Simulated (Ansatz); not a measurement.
# BH₄+ (singlet): wB97M-V, B2PLYP, RKS PBE0, RPA-PBE over a scan of the distance B1–H3, aug-cc-pVDZ

Aim: run BH₄+ (singlet) with these functionals over a scan of the distance B1–H3, and hold them against the top wave-function level at the same points.

Method: aug-cc-pVDZ, all electrons in the functionals, frozen cores in the correlation of double hybrids and RPA; program: Ansatz 0.2.0, Gaussian basis.

To be run: wB97M-V, B2PLYP, RKS PBE0, RPA-PBE, at 1.091 Å; 1.210 Å; 1.346 Å; 1.634 Å; 2.254 Å; 3.207 Å (not every functional at every point).

**1. The system**

The geometry derives from a PBE0/def2-TZVP stationary point (not a proven minimum). One bond is set to the value named and the two fragments are kept rigid.

5 atoms, charge 1, spin multiplicity 1.

Atoms are counted from 1 here; the program's logs count them from 0.

Bond lengths: B1–H2 1.210 Å, B1–H3 1.210 Å, B1–H4 1.210 Å, B1–H5 1.210 Å. Angles: H2–B1–H3 90.0°, H2–B1–H4 90.0°, H2–B1–H5 180.0°, H3–B1–H4 180.0°, H3–B1–H5 90.0°, H4–B1–H5 90.0°.

No dispersion term is added; wB97M-V holds VV10 nonlocal correlation.

The geometry shown and the zero of energy belong to the point 1.210 Å. The yardstick, FCI, and other wave-function levels (R restricted, U unrestricted, valence and pair active spaces) come from earlier runs.

**2. wB97M-V, 1.091 Å**

File in.yaml:

```yaml
crystal:
  periodic: [false, false, false]
  atoms:
    - {symbol: B, position_ang: [-0.000143, -0.005684, 0.005759]}
    - {symbol: H, position_ang: [-0.015726, 0.855741, 0.855593]}
    - {symbol: H, position_ang: [-0.019366, -0.771952, 0.782126]}
    - {symbol: H, position_ang: [0.021180, 0.844284, -0.855411]}
    - {symbol: H, position_ang: [0.015440, -0.867109, -0.844075]}
basis:
  gaussian: {orbitals: aug-cc-pVDZ}
total_charge: 1
hamiltonian: {xc: {name: wB97M-V}}
output: {orbitals: {seedname: orbitals}}
```

Command:

```sh
$ ansatz run in.yaml --threads 1 --pin off --events-out ev --progress --plain --max-ram 2624MiB --backend cpu
```

The program printed:

```text
Functional definition: wB97M-V
  name "wB97M-V"
  cite "Mardirossian & Head-Gordon, J. Chem. Phys. 144, 214110 (2016) doi:10.1063/1.4952647"
  cite "Becke, J. Chem. Phys. 107, 8554 (1997) doi:10.1063/1.475007"
  cite "Vydrov & Van Voorhis, J. Chem. Phys. 133, 244103 (2010) doi:10.1063/1.3521275"
  # Of w^i u^j: cxij and so on, Table III.
  parameter omega = 0.3/bohr
  parameter cx = 0.15
  parameter cx01 = 1.007
  parameter cx10 = 0.259
  parameter css00 = 0.443
  parameter css04 = -1.437
  parameter css10 = -4.535
  parameter css20 = -3.390
  parameter css43 = 4.278
  parameter cos00 = 1.000
  parameter cos10 = 1.358
  parameter cos20 = 2.924
  parameter cos21 = -8.812
  parameter cos60 = -1.390
  parameter cos61 = 9.142
  parameter b = 6.0
  parameter c = 0.01
  gx(w, u) = 1 - cx + cx01*u + cx10*w
  gss(w, u) = css00 + css04*u^4 + css10*w + css20*w^2 + css43*w^4*u^3
  gos(w, u) = cos00 + cos10*w + (cos20 + cos21*u)*w^2 + (cos60 + cos61*u)*w^6
  exchange = spin_sum(e_x_unif_sr(omega)*gx(b97_w, b97_u_x)) + cx*exact_x_sr(omega) + exact_x_lr(omega)
  correlation = spin_sum(e_c_pw_mod_same_spin*gss(b97_w, b97_u_same))
      + integral(e_c_pw_mod_opposite_spin*gos(b97_w_opposite, b97_u_opposite)) + vv10(b, c)
469 factors; their error is unknown
275 factors; integrals over basis functions are off by at most 1.1e-6 eV
mean field evaluation 1: about -726.8888 eV, gradient 1.9e1 eV
mean field evaluation 2: about -727.8513 eV, gradient 5.0e0 eV
mean field evaluation 4: about -727.9268 eV, gradient 4.6e-2 eV
mean field evaluation 8: about -727.9073 eV, gradient 2.2e-4 eV
mean field -727.90728385 eV, -26.7500992881 hartree, gradient 3.4e-5 eV, S^2 0.000000; 0 other end points of the search recorded, 0 dependent functions left out
reference -727.90732353 eV, -26.7501007466 hartree; 4, 4 occupied and 55, 55 virtual orbitals, 469 factors
Total energy: -727.90732353 eV, -26.7501007466 hartree
```

Wall time 1.6 s (1 thread of AMD EPYC 7R13, shared host).

**3. wB97M-V, 1.210 Å**

File in.yaml:

```yaml
crystal:
  periodic: [false, false, false]
  atoms:
    - {symbol: B, position_ang: [0.000000, 0.000000, 0.000000]}
    - {symbol: H, position_ang: [-0.015583, 0.861426, 0.849833]}
    - {symbol: H, position_ang: [-0.021323, -0.849967, 0.861171]}
    - {symbol: H, position_ang: [0.021323, 0.849967, -0.861171]}
    - {symbol: H, position_ang: [0.015583, -0.861426, -0.849833]}
basis:
  gaussian: {orbitals: aug-cc-pVDZ}
total_charge: 1
hamiltonian: {xc: {name: wB97M-V}}
output: {orbitals: {seedname: orbitals}}
```

The command is unchanged.

The program printed, shortened:

```text
Functional definition: wB97M-V
  name "wB97M-V"
  cite "Mardirossian & Head-Gordon, J. Chem. Phys. 144, 214110 (2016) doi:10.1063/1.4952647"
  cite "Becke, J. Chem. Phys. 107, 8554 (1997) doi:10.1063/1.475007"
  cite "Vydrov & Van Voorhis, J. Chem. Phys. 133, 244103 (2010) doi:10.1063/1.3521275"
  # Of w^i u^j: cxij and so on, Table III.
[...]
  gx(w, u) = 1 - cx + cx01*u + cx10*w
  gss(w, u) = css00 + css04*u^4 + css10*w + css20*w^2 + css43*w^4*u^3
  gos(w, u) = cos00 + cos10*w + (cos20 + cos21*u)*w^2 + (cos60 + cos61*u)*w^6
[...]
      + integral(e_c_pw_mod_opposite_spin*gos(b97_w_opposite, b97_u_opposite)) + vv10(b, c)
469 factors; their error is unknown
276 factors; integrals over basis functions are off by at most 1.1e-6 eV
[...]
mean field -728.10859467 eV, -26.7574973242 hartree, gradient 3.8e-6 eV, S^2 0.000000; 0 other end points of the search recorded, 0 dependent functions left out
reference -728.10862738 eV, -26.7574985266 hartree; 4, 4 occupied and 55, 55 virtual orbitals, 469 factors
Total energy: -728.10862738 eV, -26.7574985266 hartree
```

It took 1.9 s on 1 thread of AMD EPYC 7R13, shared host.

**4. wB97M-V, 1.346 Å**

File in.yaml:

```yaml
crystal:
  periodic: [false, false, false]
  atoms:
    - {symbol: B, position_ang: [0.000163, 0.006478, -0.006564]}
    - {symbol: H, position_ang: [-0.015420, 0.867905, 0.843268]}
    - {symbol: H, position_ang: [-0.023554, -0.938888, 0.951265]}
    - {symbol: H, position_ang: [0.021486, 0.856445, -0.867735]}
    - {symbol: H, position_ang: [0.015746, -0.854948, -0.856396]}
basis:
  gaussian: {orbitals: aug-cc-pVDZ}
total_charge: 1
hamiltonian: {xc: {name: wB97M-V}}
output: {orbitals: {seedname: orbitals}}
```

The command is unchanged.

The program printed, shortened:

```text
Functional definition: wB97M-V
  name "wB97M-V"
  cite "Mardirossian & Head-Gordon, J. Chem. Phys. 144, 214110 (2016) doi:10.1063/1.4952647"
  cite "Becke, J. Chem. Phys. 107, 8554 (1997) doi:10.1063/1.475007"
  cite "Vydrov & Van Voorhis, J. Chem. Phys. 133, 244103 (2010) doi:10.1063/1.3521275"
  # Of w^i u^j: cxij and so on, Table III.
[...]
  gx(w, u) = 1 - cx + cx01*u + cx10*w
  gss(w, u) = css00 + css04*u^4 + css10*w + css20*w^2 + css43*w^4*u^3
  gos(w, u) = cos00 + cos10*w + (cos20 + cos21*u)*w^2 + (cos60 + cos61*u)*w^6
[...]
      + integral(e_c_pw_mod_opposite_spin*gos(b97_w_opposite, b97_u_opposite)) + vv10(b, c)
469 factors; their error is unknown
276 factors; integrals over basis functions are off by at most 1.3e-6 eV
[...]
mean field -727.95331313 eV, -26.7517908329 hartree, gradient 4.0e-5 eV, S^2 0.000000; 0 other end points of the search recorded, 0 dependent functions left out
reference -727.95334380 eV, -26.7517919602 hartree; 4, 4 occupied and 55, 55 virtual orbitals, 469 factors
Total energy: -727.95334380 eV, -26.7517919602 hartree
```

Wall time 1.6 s (1 thread of AMD EPYC 7R13, shared host).

From 1.210 Å: +3.6 kcal/mol.

**5. wB97M-V, 1.634 Å**

File in.yaml:

```yaml
crystal:
  periodic: [false, false, false]
  atoms:
    - {symbol: B, position_ang: [0.000507, 0.020215, -0.020481]}
    - {symbol: H, position_ang: [-0.015076, 0.881641, 0.829352]}
    - {symbol: H, position_ang: [-0.028284, -1.127430, 1.142291]}
    - {symbol: H, position_ang: [0.021830, 0.870181, -0.881652]}
    - {symbol: H, position_ang: [0.016090, -0.841212, -0.870314]}
basis:
  gaussian: {orbitals: aug-cc-pVDZ}
total_charge: 1
magnetization: {spin_polarized: true, initial_magnetization: 0}
hamiltonian: {xc: {name: wB97M-V}}
output: {forces: true, orbitals: {seedname: orbitals}}
```

Same command.

The program printed, shortened:

```text
Functional definition: wB97M-V
  name "wB97M-V"
  cite "Mardirossian & Head-Gordon, J. Chem. Phys. 144, 214110 (2016) doi:10.1063/1.4952647"
  cite "Becke, J. Chem. Phys. 107, 8554 (1997) doi:10.1063/1.475007"
  cite "Vydrov & Van Voorhis, J. Chem. Phys. 133, 244103 (2010) doi:10.1063/1.3521275"
  # Of w^i u^j: cxij and so on, Table III.
[...]
  gx(w, u) = 1 - cx + cx01*u + cx10*w
  gss(w, u) = css00 + css04*u^4 + css10*w + css20*w^2 + css43*w^4*u^3
  gos(w, u) = cos00 + cos10*w + (cos20 + cos21*u)*w^2 + (cos60 + cos61*u)*w^6
[...]
      + integral(e_c_pw_mod_opposite_spin*gos(b97_w_opposite, b97_u_opposite)) + vv10(b, c)
469 factors; their error is unknown
276 factors; integrals over basis functions are off by at most 1.8e-6 eV
[...]
mean field -727.08042826 eV, -26.7197129056 hartree, gradient 5.4e-5 eV, S^2 0.000000; 0 other end points of the search recorded, 0 dependent functions left out
[...]
reference -727.08046153 eV, -26.7197141282 hartree; 4, 4 occupied and 55, 55 virtual orbitals, 469 factors
Total energy: -727.08046153 eV, -26.7197141282 hartree
Atom 0 at     0.000507     0.020215    -0.020481 Å, force    -0.058027    -2.313018     2.343508 eV/Å
Atom 1 at    -0.015076     0.881641     0.829352 Å, force    -0.005593    -0.151559     0.236497 eV/Å
Atom 2 at    -0.028284    -1.127430     1.142291 Å, force     0.061671     2.458307    -2.490712 eV/Å
Atom 3 at     0.021830     0.870181    -0.881652 Å, force     0.006040     0.240781    -0.243955 eV/Å
Atom 4 at     0.016090    -0.841212    -0.870314 Å, force    -0.004092    -0.234511     0.154661 eV/Å
Dipole moment:    -0.002911    -0.116043     0.117573 e Å
```

Wall time 2.6 s (1 thread of AMD EPYC 7R13, shared host).

From the report: ⟨S²⟩ of the determinant 0.000 (pure singlet: 0.00).

From 1.210 Å: +23.7 kcal/mol.

**6. wB97M-V, 2.254 Å**

File in.yaml:

```yaml
crystal:
  periodic: [false, false, false]
  atoms:
    - {symbol: B, position_ang: [0.001249, 0.049786, -0.050442]}
    - {symbol: H, position_ang: [-0.014334, 0.911212, 0.799391]}
    - {symbol: H, position_ang: [-0.038466, -1.533317, 1.553529]}
    - {symbol: H, position_ang: [0.022572, 0.899753, -0.911613]}
    - {symbol: H, position_ang: [0.016832, -0.811640, -0.900275]}
basis:
  gaussian: {orbitals: aug-cc-pVDZ}
total_charge: 1
magnetization: {spin_polarized: true, initial_magnetization: 0}
hamiltonian: {xc: {name: wB97M-V}}
output: {forces: true, orbitals: {seedname: orbitals}}
```

Launched as before.

The program printed, shortened:

```text
Functional definition: wB97M-V
  name "wB97M-V"
  cite "Mardirossian & Head-Gordon, J. Chem. Phys. 144, 214110 (2016) doi:10.1063/1.4952647"
  cite "Becke, J. Chem. Phys. 107, 8554 (1997) doi:10.1063/1.475007"
  cite "Vydrov & Van Voorhis, J. Chem. Phys. 133, 244103 (2010) doi:10.1063/1.3521275"
  # Of w^i u^j: cxij and so on, Table III.
[...]
  gx(w, u) = 1 - cx + cx01*u + cx10*w
  gss(w, u) = css00 + css04*u^4 + css10*w + css20*w^2 + css43*w^4*u^3
  gos(w, u) = cos00 + cos10*w + (cos20 + cos21*u)*w^2 + (cos60 + cos61*u)*w^6
[...]
      + integral(e_c_pw_mod_opposite_spin*gos(b97_w_opposite, b97_u_opposite)) + vv10(b, c)
469 factors; their error is unknown
278 factors; integrals over basis functions are off by at most 1.1e-5 eV
[...]
mean field -725.22120586 eV, -26.6513877426 hartree, gradient 2.4e-5 eV, S^2 0.364797; 2 other end points of the search recorded, 0 dependent functions left out
[...]
reference -725.22124761 eV, -26.6513892770 hartree; 4, 4 occupied and 55, 55 virtual orbitals, 469 factors
Total energy: -725.22124761 eV, -26.6513892770 hartree
Atom 0 at     0.001249     0.049786    -0.050442 Å, force    -0.032505    -1.295717     1.312796 eV/Å
Atom 1 at    -0.014334     0.911212     0.799391 Å, force    -0.007905    -0.415144     0.304394 eV/Å
Atom 2 at    -0.038466    -1.533317     1.553529 Å, force     0.031572     1.258498    -1.275087 eV/Å
Atom 3 at     0.022572     0.899753    -0.911613 Å, force     0.018847     0.751269    -0.761172 eV/Å
Atom 4 at     0.016832    -0.811640    -0.900275 Å, force    -0.010008    -0.298906     0.419068 eV/Å
Dipole moment:    -0.006579    -0.262264     0.265721 e Å
```

Run time: 9 s. Hardware: 1 thread of AMD EPYC 7R13, shared host.

From the report: ⟨S²⟩ of the determinant 0.365 (pure singlet: 0.00).

From 1.210 Å: +66.6 kcal/mol.

**7. wB97M-V, 3.207 Å**

File in.yaml:

```yaml
crystal:
  periodic: [false, false, false]
  atoms:
    - {symbol: B, position_ang: [0.002389, 0.095239, -0.096495]}
    - {symbol: H, position_ang: [-0.013194, 0.956665, 0.753338]}
    - {symbol: H, position_ang: [-0.054118, -2.157206, 2.185642]}
    - {symbol: H, position_ang: [0.023712, 0.945206, -0.957666]}
    - {symbol: H, position_ang: [0.017972, -0.766187, -0.946328]}
basis:
  gaussian: {orbitals: aug-cc-pVDZ}
total_charge: 1
magnetization: {spin_polarized: true, initial_magnetization: 0}
hamiltonian: {xc: {name: wB97M-V}}
output: {orbitals: {seedname: orbitals}}
```

Same command.

The program printed, shortened:

```text
Functional definition: wB97M-V
  name "wB97M-V"
  cite "Mardirossian & Head-Gordon, J. Chem. Phys. 144, 214110 (2016) doi:10.1063/1.4952647"
  cite "Becke, J. Chem. Phys. 107, 8554 (1997) doi:10.1063/1.475007"
  cite "Vydrov & Van Voorhis, J. Chem. Phys. 133, 244103 (2010) doi:10.1063/1.3521275"
  # Of w^i u^j: cxij and so on, Table III.
[...]
  gx(w, u) = 1 - cx + cx01*u + cx10*w
  gss(w, u) = css00 + css04*u^4 + css10*w + css20*w^2 + css43*w^4*u^3
  gos(w, u) = cos00 + cos10*w + (cos20 + cos21*u)*w^2 + (cos60 + cos61*u)*w^6
[...]
      + integral(e_c_pw_mod_opposite_spin*gos(b97_w_opposite, b97_u_opposite)) + vv10(b, c)
469 factors; their error is unknown
278 factors; integrals over basis functions are off by at most 4.2e-5 eV
[...]
mean field -724.39491472 eV, -26.6210221034 hartree, gradient 6.0e-6 eV, S^2 0.780464; 3 other end points of the search recorded, 0 dependent functions left out
reference -724.39497523 eV, -26.6210243270 hartree; 4, 4 occupied and 55, 55 virtual orbitals, 469 factors
Total energy: -724.39497523 eV, -26.6210243270 hartree
```

Run time: 8 s. Hardware: 1 thread of AMD EPYC 7R13, shared host.

From the report: ⟨S²⟩ of the determinant 0.780 (pure singlet: 0.00). The determinant of wB97M-V (⟨S²⟩ 0.78) is far from a pure spin state, so its energy mixes those of several spin states; that is harmless only where they are near-degenerate.

From 1.210 Å: +85.6 kcal/mol.

**8. B2PLYP, 1.091 Å**

File in.yaml:

```yaml
crystal:
  periodic: [false, false, false]
  atoms:
    - {symbol: B, position_ang: [-0.000143, -0.005684, 0.005759]}
    - {symbol: H, position_ang: [-0.015726, 0.855741, 0.855593]}
    - {symbol: H, position_ang: [-0.019366, -0.771952, 0.782126]}
    - {symbol: H, position_ang: [0.021180, 0.844284, -0.855411]}
    - {symbol: H, position_ang: [0.015440, -0.867109, -0.844075]}
basis:
  gaussian: {orbitals: aug-cc-pVDZ}
total_charge: 1
hamiltonian: {xc: {name: B2PLYP}}
correlation: {electrons: outside_noble_gas}
```

Launched as before.

The program printed, shortened:

```text
Functional definition: B2PLYP
  name "B2PLYP"
  cite "Grimme, J. Chem. Phys. 124, 034108 (2006) doi:10.1063/1.2148954"
  cite "Becke, Phys. Rev. A 38, 3098 (1988) doi:10.1103/PhysRevA.38.3098"
  cite "Lee, Yang & Parr, Phys. Rev. B 37, 785 (1988) doi:10.1103/PhysRevB.37.785"
[...]
562 factors; integrals over basis functions are off by at most 1.2e-3 eV
[...]
mean field -726.72259948 eV, -26.7065629406 hartree, gradient 5.4e-6 eV, S^2 0.000000; 0 other end points of the search recorded, 0 dependent functions left out
1 core orbitals not correlated: weight in the atoms' cores, before any rotation towards them, 1.000 or more for the frozen orbitals, at most 0.000 for the correlated occupied ones
reference -726.72272936 eV, -26.7065677138 hartree; 3, 3 occupied and 55, 55 virtual orbitals, 562 factors
second order -3.65391922 eV of doubles, -0.00000000 eV of singles
Total energy: -727.70928755 eV, -26.7428230586 hartree
```

Run time: 0.66 s. Hardware: 1 thread of AMD EPYC 7R13, shared host.

**9. B2PLYP, 1.210 Å**

File in.yaml:

```yaml
crystal:
  periodic: [false, false, false]
  atoms:
    - {symbol: B, position_ang: [0.000000, 0.000000, 0.000000]}
    - {symbol: H, position_ang: [-0.015583, 0.861426, 0.849833]}
    - {symbol: H, position_ang: [-0.021323, -0.849967, 0.861171]}
    - {symbol: H, position_ang: [0.021323, 0.849967, -0.861171]}
    - {symbol: H, position_ang: [0.015583, -0.861426, -0.849833]}
basis:
  gaussian: {orbitals: aug-cc-pVDZ}
total_charge: 1
hamiltonian: {xc: {name: B2PLYP}}
correlation: {electrons: outside_noble_gas}
```

The command is unchanged.

The program printed, shortened:

```text
Functional definition: B2PLYP
  name "B2PLYP"
  cite "Grimme, J. Chem. Phys. 124, 034108 (2006) doi:10.1063/1.2148954"
  cite "Becke, Phys. Rev. A 38, 3098 (1988) doi:10.1103/PhysRevA.38.3098"
  cite "Lee, Yang & Parr, Phys. Rev. B 37, 785 (1988) doi:10.1103/PhysRevB.37.785"
[...]
562 factors; integrals over basis functions are off by at most 1.2e-3 eV
[...]
mean field -726.92587484 eV, -26.7140331725 hartree, gradient 2.8e-6 eV, S^2 0.000000; 0 other end points of the search recorded, 0 dependent functions left out
1 core orbitals not correlated: weight in the atoms' cores, before any rotation towards them, 1.000 or more for the frozen orbitals, at most 0.000 for the correlated occupied ones
reference -726.92599332 eV, -26.7140375265 hartree; 3, 3 occupied and 55, 55 virtual orbitals, 562 factors
second order -3.69292011 eV of doubles, -0.00000000 eV of singles
Total energy: -727.92308175 eV, -26.7506798504 hartree
```

Run time: 1.1 s. Hardware: 1 thread of AMD EPYC 7R13, shared host.

**10. B2PLYP, 1.346 Å**

File in.yaml:

```yaml
crystal:
  periodic: [false, false, false]
  atoms:
    - {symbol: B, position_ang: [0.000163, 0.006478, -0.006564]}
    - {symbol: H, position_ang: [-0.015420, 0.867905, 0.843268]}
    - {symbol: H, position_ang: [-0.023554, -0.938888, 0.951265]}
    - {symbol: H, position_ang: [0.021486, 0.856445, -0.867735]}
    - {symbol: H, position_ang: [0.015746, -0.854948, -0.856396]}
basis:
  gaussian: {orbitals: aug-cc-pVDZ}
total_charge: 1
hamiltonian: {xc: {name: B2PLYP}}
correlation: {electrons: outside_noble_gas}
```

Launched as before.

The program printed, shortened:

```text
Functional definition: B2PLYP
  name "B2PLYP"
  cite "Grimme, J. Chem. Phys. 124, 034108 (2006) doi:10.1063/1.2148954"
  cite "Becke, Phys. Rev. A 38, 3098 (1988) doi:10.1103/PhysRevA.38.3098"
  cite "Lee, Yang & Parr, Phys. Rev. B 37, 785 (1988) doi:10.1103/PhysRevB.37.785"
[...]
562 factors; integrals over basis functions are off by at most 1.2e-3 eV
[...]
mean field -726.76674687 eV, -26.7081853272 hartree, gradient 1.7e-6 eV, S^2 0.000000; 0 other end points of the search recorded, 0 dependent functions left out
1 core orbitals not correlated: weight in the atoms' cores, before any rotation towards them, 1.000 or more for the frozen orbitals, at most 0.000 for the correlated occupied ones
reference -726.76686008 eV, -26.7081894875 hartree; 3, 3 occupied and 55, 55 virtual orbitals, 562 factors
second order -3.74626450 eV of doubles, -0.00000000 eV of singles
Total energy: -727.77835149 eV, -26.7453611114 hartree
```

Wall time 1.1 s (1 thread of AMD EPYC 7R13, shared host).

From 1.210 Å: +3.3 kcal/mol.

**11. B2PLYP, 1.634 Å**

File in.yaml:

```yaml
crystal:
  periodic: [false, false, false]
  atoms:
    - {symbol: B, position_ang: [0.000507, 0.020215, -0.020481]}
    - {symbol: H, position_ang: [-0.015076, 0.881641, 0.829352]}
    - {symbol: H, position_ang: [-0.028284, -1.127430, 1.142291]}
    - {symbol: H, position_ang: [0.021830, 0.870181, -0.881652]}
    - {symbol: H, position_ang: [0.016090, -0.841212, -0.870314]}
basis:
  gaussian: {orbitals: aug-cc-pVDZ}
total_charge: 1
magnetization: {spin_polarized: true, initial_magnetization: 0}
hamiltonian: {xc: {name: B2PLYP}}
correlation: {electrons: outside_noble_gas}
```

Same command.

The program printed, shortened:

```text
Functional definition: B2PLYP
  name "B2PLYP"
  cite "Grimme, J. Chem. Phys. 124, 034108 (2006) doi:10.1063/1.2148954"
  cite "Becke, Phys. Rev. A 38, 3098 (1988) doi:10.1103/PhysRevA.38.3098"
  cite "Lee, Yang & Parr, Phys. Rev. B 37, 785 (1988) doi:10.1103/PhysRevB.37.785"
[...]
562 factors; integrals over basis functions are off by at most 1.3e-3 eV
[...]
mean field -725.87692621 eV, -26.6754850213 hartree, gradient 3.4e-6 eV, S^2 0.000000; 2 other end points of the search recorded, 0 dependent functions left out
1 core orbitals not correlated: weight in the atoms' cores, before any rotation towards them, 1.000 or more for the frozen orbitals, at most 0.000 for the correlated occupied ones
reference -725.87704115 eV, -26.6754892453 hartree; 3, 3 occupied and 55, 55 virtual orbitals, 562 factors
second order -3.89276814 eV of doubles, -0.00000000 eV of singles
Total energy: -726.92808855 eV, -26.7141145247 hartree
```

Run time: 1.3 s. Hardware: 1 thread of AMD EPYC 7R13, shared host.

From the report: ⟨S²⟩ of the determinant 0.000 (pure singlet: 0.00).

From 1.210 Å: +22.9 kcal/mol.

**12. B2PLYP, 2.254 Å**

File in.yaml:

```yaml
crystal:
  periodic: [false, false, false]
  atoms:
    - {symbol: B, position_ang: [0.001249, 0.049786, -0.050442]}
    - {symbol: H, position_ang: [-0.014334, 0.911212, 0.799391]}
    - {symbol: H, position_ang: [-0.038466, -1.533317, 1.553529]}
    - {symbol: H, position_ang: [0.022572, 0.899753, -0.911613]}
    - {symbol: H, position_ang: [0.016832, -0.811640, -0.900275]}
basis:
  gaussian: {orbitals: aug-cc-pVDZ}
total_charge: 1
magnetization: {spin_polarized: true, initial_magnetization: 0}
hamiltonian: {xc: {name: B2PLYP}}
correlation: {electrons: outside_noble_gas}
```

Same command.

The program printed, shortened:

```text
Functional definition: B2PLYP
  name "B2PLYP"
  cite "Grimme, J. Chem. Phys. 124, 034108 (2006) doi:10.1063/1.2148954"
  cite "Becke, Phys. Rev. A 38, 3098 (1988) doi:10.1103/PhysRevA.38.3098"
  cite "Lee, Yang & Parr, Phys. Rev. B 37, 785 (1988) doi:10.1103/PhysRevB.37.785"
[...]
562 factors; integrals over basis functions are off by at most 1.3e-3 eV
[...]
mean field -724.26291249 eV, -26.6161711110 hartree, gradient 2.0e-6 eV, S^2 0.577338; 4 other end points of the search recorded, 0 dependent functions left out
1 core orbitals not correlated: weight in the atoms' cores, before any rotation towards them, 1.000 or more for the frozen orbitals, at most 0.000 for the correlated occupied ones
reference -724.26303864 eV, -26.6161757467 hartree; 3, 3 occupied and 55, 55 virtual orbitals, 562 factors
second order -2.99085348 eV of doubles, -0.00000000 eV of singles
Total energy: -725.07056908 eV, -26.6458519430 hartree
```

It took 3 s on 1 thread of AMD EPYC 7R13, shared host.

From the report: ⟨S²⟩ of the determinant 0.577 (pure singlet: 0.00). The determinant of B2PLYP (⟨S²⟩ 0.58) is far from a pure spin state, so its energy mixes those of several spin states; that is harmless only where they are near-degenerate.

From 1.210 Å: +65.8 kcal/mol.

(Part 1 of 2 ends here.)
